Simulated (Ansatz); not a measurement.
Process, species as SMILES: S (H2S) → [SH] (SH) + H atom
B3LYP-D3(BJ)/def2-TZVP geometries, fixed; electronic energies without zero-point terms.

Effect of the final integration grid (spheres per factor e of radius in core and valence, angular degree) at PBE0/aug-cc-pV(T+d)Z with Ansatz (an electronic-structure program), against the last row, where the bond dissociation energy is 93.18 kcal/mol. Open shells are unrestricted. The default's grid is 13, 11, 36.

```
setting                     largest shift of a total energy (mEh)  shift of the bond dissociation energy (kcal/mol)
--------------------------  -------------------------------------  ------------------------------------------------
accuracy: medium (default)                                  0.000                                             0.000
final_grid: 4, 3, 11                                        0.690                                            -0.145
final_grid: 6, 5, 17                                       -0.030                                             0.024
final_grid: 8, 7, 23                                        0.002                                            -0.001
final_grid: 10, 9, 29                                       0.000                                             0.000
final_grid: 18, 15, 47                                      0.000                                             0.000
final_grid: 26, 22, 59                                      0.000                                             0.000
```

Within 0.02 kcal/mol in the bond dissociation energy: accuracy: medium (default); final_grid: 8, 7, 23; final_grid: 10, 9, 29; final_grid: 18, 15, 47. The largest shift is 0.690 mEh in a total energy and 0.145 kcal/mol in the difference.
